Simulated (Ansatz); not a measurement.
# Which level was it?

PO: 2 atoms, total charge 0, spin state doublet. As SMILES, `O=[P]`. The shape is that of a PBE0-D4/def2-TZVP optimisation.

```xyz
2

O     0.0000    0.0000   -0.0095
P     0.0000    0.0000    1.4645
```

A calculation with Ansatz 0.2.0 gave:

| Property | Result |
| --- | --- |
| total energy | -415.6195 Eh |
| HOMO energy | -9.14 eV |
| LUMO energy | 0.37 eV |
| ⟨S²⟩ | 0.771 |

Problem. Which of these levels gave the numbers?
A. revPBE/cc-pVTZ
B. HF/3-21G
C. HF/cc-pVTZ
D. CAM-B3LYP/cc-pVTZ

Solution. C. The others give -416.4976 Eh (revPBE/cc-pVTZ), -413.3949 Eh (HF/3-21G), -416.5685 Eh (CAM-B3LYP/cc-pVTZ).
